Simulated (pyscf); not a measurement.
Optimised with ωB97X-D3(BJ)/def2-SVP in PySCF.

**Question.** For the elementary gas-phase step H₃C–SnH₃ (SMILES [CH3][SnH3]) + H₂O (SMILES O) → H₃C–SnH₂–OH (SMILES [CH3][SnH2][OH]) + H₂ (SMILES [H][H]) (singlet surface; H–Sn, H–O broken, O–Sn, H–H formed), what barrier and reaction energy does PBE/def2-TZVP give, measured from the separated reactants?

**Answer.** ΔE‡ = 1.22 eV, ΔE = -0.04 eV. ωB97M-D3(BJ)/def2-TZVP gives 1.48 eV and +0.01 eV. Zero-point energy shifts the barrier by -0.04 eV. It is a four-centre exchange, with an imaginary mode of 1329i cm⁻¹. At the saddle there is also a short H–Sn contact that neither side keeps. This is the saddle that the search found; another between the same sides may lie lower. Elements past Kr carry the def2 core potentials, without spin-orbit coupling.
